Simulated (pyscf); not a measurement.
PySCF, gas phase, ωB97X-D3(BJ)/def2-SVP geometries.

**Question.** F–GeH₃ (SMILES [F][GeH3]) + F–SiH₃ (SMILES F[SiH3]) → F–GeH₂–F (SMILES [F][GeH2][F]) + SiH₄ (SMILES [SiH4])
Surface: singlet. Broken: Ge–H, F–Si. Formed: F–Ge, H–Si. Give ΔE‡ and ΔE from PBE/def2-TZVP, relative to the separated reactants.

**Answer.** ΔE‡ = 36.6 kcal/mol, ΔE = +11.4 kcal/mol. ωB97M-D3(BJ)/def2-TZVP gives 41.2 kcal/mol and +13.0 kcal/mol. Zero-point energy shifts the barrier by +0.9 kcal/mol. It is a four-centre exchange, with an imaginary mode of 341i cm⁻¹. On the reactant side the descent ends in a complex (not fully relaxed), 4.1 kcal/mol under the separated species and 43.1 kcal/mol under the saddle at ωB97X-D3(BJ)/def2-TZVP. At ωB97X-D3(BJ)/def2-TZVP the barrier from the zero used here is 39.0 kcal/mol. This is the saddle that the search found; another between the same sides may lie lower. Elements up to Kr have no core potential and no relativistic terms here.
